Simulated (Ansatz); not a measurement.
`CC(C)=C(C)O`, relaxed with RKS PBE-D4/def2-SVP in Ansatz from a rough embedded geometry. The force threshold is 0.03 eV/Å; the program also tests the step.

Charge 0, multiplicity 1.

Start:

```xyz
16

C    -0.362    0.748   -1.728
C    -0.184    0.262   -0.297
C    -0.975    1.105    0.642
C     0.568   -0.717    0.162
C     0.774   -1.167    1.579
O     1.245   -1.626   -0.737
H    -1.311    0.478   -2.103
H     0.440    0.281   -2.374
H    -0.157    1.808   -1.847
H    -1.993    1.286    0.242
H    -0.508    2.127    0.705
H    -1.071    0.747    1.643
H     0.765   -0.352    2.232
H     0.055   -1.917    1.850
H     1.763   -1.601    1.686
H     0.952   -1.463   -1.655
```

```csv
step,energy (eV),largest force (eV/Å),largest move (Å)
1,-7379.7750,3.726,0.000
2,-7380.1827,1.616,0.124
3,-7380.2565,0.430,0.057
4,-7380.2674,0.117,0.033
5,-7380.2744,0.053,0.088
6,-7380.2766,0.183,0.049
7 (rejected),-7380.2711,0.367,0.196
8,-7380.2808,0.077,0.098
9,-7380.2809,0.161,0.098
10 (rejected),-7380.2650,0.524,0.055
11,-7380.2826,0.008,0.021
```

End:

```xyz
16

C    -0.300    0.677   -1.734
C    -0.181    0.318   -0.272
C    -0.921    1.239    0.662
C     0.522   -0.777    0.138
C     0.744   -1.235    1.548
O     1.149   -1.637   -0.730
H    -1.300    0.423   -2.154
H     0.461    0.193   -2.384
H    -0.168    1.770   -1.882
H    -2.006    1.275    0.412
H    -0.552    2.286    0.574
H    -0.842    0.946    1.725
H     0.336   -0.536    2.297
H     0.284   -2.234    1.706
H     1.832   -1.357    1.733
H     0.944   -1.350   -1.640
```

Hardware: 2 threads of an AMD EPYC 7R13 on a shared host. Wall time 25 s, peak host memory 0.21 GiB.
